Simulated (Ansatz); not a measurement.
**[Cl···H···O], triplet in cc-pVTZ: errors against UCCSDT(Q)**

Geometry: a point of a hydrogen-transfer path between rigid fragments, not a stationary point.

```xyz
3

Cl    0.0000    0.0000   -1.4100
H     0.0000    0.0000    0.2100
O     0.0000    0.0000    1.2000
```

Basis cc-pVTZ; Ansatz 0.2.0. Only valence electrons are correlated (noble-gas cores frozen), which leaves 14 electrons in 72 orbitals. R marks a restricted (for open shells ROHF) determinant, U an unrestricted one. Active spaces: pair = (4e, 4o) about the gap; valence = (14e, 9o) chosen from the atoms' valence shells.

Full CI isn't at hand for all of this; UCCSDT(Q) serves as the reference, and is uncertain by about the last step of the cluster series. The frozen core follows each run's orbitals, which can shift R against U totals by a few meV.

- UHF ⟨S²⟩: 2.032
- T1 diagnostic (RCCSD): 0.0239
- largest doubles amplitude (RCCSD): 0.041
- T1 diagnostic (UCCSD): 0.0147

```tsv
level	E − E(RHF) (eV)
UHF	-0.3789
RMP2	-10.5357
UMP2	-10.4833
RCCSD	-11.4402
UCCSD	-11.4508
RCCSD(T)	-11.8064
UCCSD(T)	-11.8064
```

Problem. Estimate how far UCCSDT(Q) in cc-pVTZ lies from RCCSD(T). The table doesn't fix it; the size of (T) and the diagnostics are the guide.

Solution. UCCSDT(Q) in cc-pVTZ lies 4.4 kJ/mol below RCCSD(T), which is 12 % of the (T) step (-35.3 kJ/mol). The diagnostics are small and the rest is a small part of (T), but (T) is large here. The miss exceeds 1 kcal/mol.

The other levels:

| level | E − E(UCCSDT(Q)) (kJ/mol) | share of correlation (%) | wall time |
| --- | --- | --- | --- |
| BCCD(T) | 4.4 | 99.61 | 23 s (H100) |
| RCCSDT | 1.7 | 99.86 | – |
| UCCSDT | 1.4 | 99.88 | – |
| RCCSDT(Q) | 0.3 | 99.97 | 55 s (H100) |
| CASSCF (pair space) | 1073.2 | 6.15 | – |
| NEVPT2 (pair space) | 129.3 | 88.69 | 11 s (H100) |
| MRCISD (pair space) | 120.5 | 89.46 | – |
| MRCISD+Q (pair space) | 23.4 | 97.95 | 19 s (H100) |
| CASSCF (valence space) | 1061.9 | 7.14 | – |
| NEVPT2 (valence space) | 207.7 | 81.83 | 7 s |
| MRCISD (valence space) | 116.6 | 89.80 | – |
| MRCISD+Q (valence space) | 21.9 | 98.09 | 17 s (H100) |

The correlation energy at UCCSDT(Q), counted from RHF, is -11.852 eV. That run took 33 s on 2 threads of AMD EPYC 7R13 with a shared H100 80 GB, shared host.

Times hold each run's SCF and search for its determinant on a shared host, so for small cases they say little of a method's own cost; rows without a card ran on 1 thread of AMD EPYC 7R13.

Natural occupations of CASSCF (valence space) about the gap: 1.999 1.998 1.970 1.004 1.001 0.029; effectively unpaired electrons, Σ n²(2−n)², 2.01.
